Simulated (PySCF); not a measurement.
CN, charge -1, multiplicity 1. Atoms are numbered in the order given.

```xyz
2

C      0.0000     0.0000    -0.6300
N      0.0000     0.0000     0.5400
```
Charge -1, spin multiplicity 1.

Coordinates come from a B3LYP-D3(BJ)/def2-TZVPD optimisation.

These are B3LYP-D3(BJ)/def2-TZVPD (PySCF) values and carry that method's errors.

No scaling factor is applied to the harmonic values.

| mode | ν (cm⁻¹) | IR (km/mol) | Raman (Å⁴/amu) | depolarisation | moving atoms (share of kinetic energy) |
|---|---|---|---|---|---|
| 1 | 2142 | 18.3 | 48.9 | 0.10 | C 54 %, N 46 % |
